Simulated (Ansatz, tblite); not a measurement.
# The cluster Hg2O: rung by rung

One table from this session's results is given with a row withheld; the runs are named, their logs left out.

The runs use Ansatz 0.2.0, Gaussian basis; as each input shows.

Plan: GFN1-xTB, GFN2-xTB, PBE-D4/def2-TZVP, r2SCAN-D4/def2-TZVP, HSE06-D4/def2-TZVP, BHLYP-D4/def2-TZVP, ωB97M-V/def2-TZVP, B3LYP-D4/def2-TZVP, r2SCAN0-D4/def2-TZVP, PBE-D4/def2-SVP, PBE0-D4/def2-SVP, PBE0-D4/def2-TZVPD, PBE-D4/def2-TZVPD, r2SCAN-D4/def2-TZVPD, CCSD(T)/def2-TZVPP, MP2/def2-TZVP, RPA/def2-TZVP.

### The relaxed structure

The singlet was relaxed beforehand with PBE-D4/def2-TZVP. At that level it is the lowest of the isomers that a small search found.

3 atoms, charge 0, spin multiplicity 1.

Bond lengths: Hg1–O3 2.050 Å, Hg2–O3 2.050 Å. Angles: Hg1–O3–Hg2 179.9°.

Geometry (Å):

```xyz
3
Hg2O
Hg    1.2645   -0.8282   -1.3850
Hg   -1.2638    0.8293    1.3849
O    -0.0007   -0.0011    0.0000
```

Hg takes a core potential in the def2 sets. No spin-orbit coupling is included.

PBE0-D4/def2-TZVP was run before; its log isn't repeated, and its numbers join the tables.

The first run:

Tight binding, by tblite at 300 K electronic temperature and without a spin-polarisation term:

```python
tblite.interface.Calculator('GFN1-xTB', numbers, positions, charge=0, uhf=0).singlepoint()
```

Tight binding, by tblite at 300 K electronic temperature and without a spin-polarisation term:

```python
tblite.interface.Calculator('GFN2-xTB', numbers, positions, charge=0, uhf=0).singlepoint()
```

start.molden holds the orbitals of an earlier run on this state, given as this run's starting guess.

File in.yaml:

```yaml
crystal:
  periodic: [false, false, false]
  atoms:
    - {symbol: Hg, position_ang: [1.264492, -0.828167, -1.384960]}
    - {symbol: Hg, position_ang: [-1.263767, 0.829316, 1.384933]}
    - {symbol: O, position_ang: [-0.000725, -0.001150, 0.000027]}
basis:
  gaussian: {orbitals: def2-TZVP, initial_orbitals: start.molden}
hamiltonian: {xc: pbe, dispersion: d4}
scf: {omitted_lower_state_checks: [starts]}
output: {forces: true, orbitals: {seedname: orbitals}}
```

Run with:

```bash
> ansatz run in.yaml --threads 4 --pin off --events-out ev --progress --plain --max-ram 3916MiB
```

Steps of the session up to this table: PBE-D4/def2-TZVP; r2SCAN-D4/def2-TZVP; HSE06-D4/def2-TZVP; BHLYP-D4/def2-TZVP; ωB97M-V/def2-TZVP; B3LYP-D4/def2-TZVP; r2SCAN0-D4/def2-TZVP; PBE-D4/def2-SVP; PBE0-D4/def2-SVP; PBE0-D4/def2-TZVPD; PBE-D4/def2-TZVPD; r2SCAN-D4/def2-TZVPD; CCSD(T)/def2-TZVPP; MP2/def2-TZVP; RPA/def2-TZVP.

One of the session's tables, all rows but one given; the rest of the session is left out.

It belongs to the step «Levels side by side». 

| level | HOMO (eV) | LUMO (eV) | gap (eV) |
| --- | --- | --- | --- |
| PBE-D4/def2-SVP | -5.68 | -4.38 | 1.31 |
| PBE-D4/def2-TZVP | -5.80 | -4.45 | 1.36 |
| PBE-D4/def2-TZVPD | -5.83 | -4.46 | 1.37 |
| r2SCAN-D4/def2-TZVP | -6.12 | -4.40 | 1.73 |
| r2SCAN-D4/def2-TZVPD | -6.15 | -4.41 | 1.74 |
| B3LYP-D4/def2-TZVP | -6.78 | -3.99 | 2.79 |
| PBE0-D4/def2-SVP | -6.75 | -3.65 | 3.10 |
| PBE0-D4/def2-TZVP | -6.76 | -3.74 | 3.02 |
| PBE0-D4/def2-TZVPD | -6.76 | -3.75 | 3.01 |
| r2SCAN0-D4/def2-TZVP | ? | ? | ? |
| HSE06-D4/def2-TZVP | -6.42 | -4.06 | 2.36 |
| BHLYP-D4/def2-TZVP | -7.13 | -3.04 | 4.09 |
| ωB97M-V/def2-TZVP | -8.14 | -2.26 | 5.88 |

Estimate the missing values for r2SCAN0-D4/def2-TZVP.

**Answer.** HOMO (eV): -6.90; LUMO (eV): -3.76; gap (eV): 3.14. In the column «HOMO (eV)» it lies between BHLYP-D4/def2-TZVP (-7.13) and B3LYP-D4/def2-TZVP (-6.78).
